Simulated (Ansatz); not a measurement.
# SiP− (singlet): the correlation ladder, aug-cc-pVDZ

Aim: climb from Hartree-Fock through coupled cluster and multireference methods for SiP− (singlet) at one geometry and basis, and see what each rung misses.

Program: Ansatz 0.2.0, Gaussian basis. Level of theory: aug-cc-pVDZ, core rule «outside noble gas», up to 10 orbitals frozen. These are calculated values, not measurements.

Plan: UHF; CCSD(T) on RHF; CCSD(T) on UHF; BCCD(T) on RHF; CISD; CCSDT(Q) on RHF; CCSDT(Q) on UHF; CCSDTQ on RHF; CASSCF and MRCISD+Q, 10 electrons in 8 orbitals; CASSCF and NEVPT4(SD), 10 electrons in 8 orbitals; CASSCF and NEVPT2, 10 electrons in 8 orbitals.

4 further runs of the same task are left out: 4 set aside as unsound or not needed.

**1. The geometry**

The geometry is a PBE0/def2-TZVPD stationary point (not a proven minimum).

2 atoms, charge -1, spin multiplicity 1.

Atoms are counted from 1 here; the program's logs count them from 0.

Bond lengths: Si1–P2 1.999 Å.

**2. UHF**

in.yaml

```yaml
crystal:
  periodic: [false, false, false]
  atoms:
    - {symbol: Si, position_ang: [0.000000, 0.000000, 0.000000]}
    - {symbol: P, position_ang: [0.000000, 0.000000, 1.999000]}
basis:
  gaussian: {orbitals: aug-cc-pVDZ}
total_charge: -1
magnetization: {spin_polarized: true, initial_magnetization: 0}
hamiltonian: {xc: hf}
output: {orbitals: {seedname: orbitals}}
```

Started as:

```bash
ansatz run in.yaml --threads 1 --pin off --events-out ev --progress --plain --max-ram 4096MiB --backend cpu
```

After this run come: CCSD(T) on RHF; CCSD(T) on UHF; BCCD(T) on RHF; CISD; CCSDT(Q) on RHF; CCSDT(Q) on UHF; CCSDTQ on RHF; CASSCF and MRCISD+Q, 10 electrons in 8 orbitals; CASSCF and NEVPT4(SD), 10 electrons in 8 orbitals; CASSCF and NEVPT2, 10 electrons in 8 orbitals.

**Question.** What will the summary of the whole plan be? Wanted: RCCSDTQ below the RHF energy; RMP2 from RCCSDTQ; RCCSD from RCCSDTQ; RCCSD(T) from RCCSDTQ; RCCSDT(Q) from RCCSDTQ; NEVPT2 valence from RCCSDTQ; NEVPT4(SD) valence from RCCSDTQ; MRCISD+Q valence from RCCSDTQ; T1 diagnostic.

**Answer**, as computed:

| quantity | value |
| --- | --- |
| RCCSDTQ below the RHF energy | -6.9339 eV |
| RMP2 from RCCSDTQ | +947.5 meV |
| RCCSD from RCCSDTQ | +490.3 meV |
| RCCSD(T) from RCCSDTQ | +60.9 meV |
| RCCSDT(Q) from RCCSDTQ | -3.6 meV |
| NEVPT2 valence from RCCSDTQ | +1150.0 meV |
| NEVPT4(SD) valence from RCCSDTQ | +143.4 meV |
| MRCISD+Q valence from RCCSDTQ | +43.3 meV |
| levels within 1 kcal/mol (43 meV) | RCCSDT(Q), MRCISD+Q valence |
| T1 diagnostic | 0.021 |
| effectively unpaired electrons | 0.09 |

**Reading.** RCCSD(T) misses by +60.9 meV, 0.9 % of the correlation energy. One determinant dominates. Of the multireference levels listed MRCISD+Q valence comes nearest in total energy (+43.3 meV), which doesn't show that its space is the better one. These misses are within one basis, not against nature.
